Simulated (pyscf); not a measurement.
Elementary routes open to `[CH3][SiH]([Cl])[Cl]` + `[H]` [doublet] in the gas phase (doublet surface):
A. `[CH4]` + `[Cl][SiH][Cl]` [doublet] (C–Si broken; C–H formed)
B. `[CH3][Si]([Cl])[Cl]` [doublet] + `[H][H]` (H–Si broken; H–H formed)

Single points on ωB97X-D3(BJ)/def2-SVP structures (PySCF, gas phase).

Rank the routes by free-energy barrier at 900 K, lowest first, for ωB97M-D3(BJ)/def2-TZVP energies (ideal gas, 1 atm, RRHO with modes under 100 cm⁻¹ raised to 100, one conformer, R ln 2 for chiral ones without a mode under 150 cm⁻¹).

B (92.9 kJ/mol), A (206.3 kJ/mol)

Route B is the fastest of these, ahead of the next by 113.4 kJ/mol. The most stable products are those of A (ΔG = -71.7 kJ/mol), whose barrier is 113.4 kJ/mol higher: the kinetic and the thermodynamic product differ. At 298 K B is still the fastest. Only these routes are compared; each barrier is that of the saddle found, and lower ones may exist.
